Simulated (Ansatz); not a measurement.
PF3 was relaxed with r2SCAN-D4 (def2-TZVP, def2-TZVPD) in Ansatz in these states: charge -1 doublet, neutral singlet. The geometries follow in no particular order.

A:

```xyz
4

P    -0.2365    0.4072   -0.0138
F     0.5874   -1.0143    0.0331
F     0.8786    0.8708   -1.3323
F    -1.2295   -0.2637    1.3130
```

B:

Cartesian coordinates in Å:
```
P -0.516 0.097 0.264
F -0.056 1.028 -0.923
F -0.246 -1.286 -0.444
F 0.817 0.162 1.103
```

Problem. Judge from the bond lengths which geometry belongs to which state (an estimate).

Solution. A is the charge -1 doublet (P1–F3 1.788 Å, P1–F4 1.788 Å, P1–F2 1.644 Å); B is the neutral singlet (P1–F3 1.577 Å, P1–F4 1.577 Å, P1–F2 1.577 Å).

At r2SCAN-D4/def2-TZVPD the highest occupied level of the relaxed charge -1 doublet lies above zero (up to 0.92 eV). By energy differences it is unbound by 0.32 eV (each at its own geometry, against the charge 0 singlet, at PBE0-D4/def2-TZVPD) and held by the finite basis.
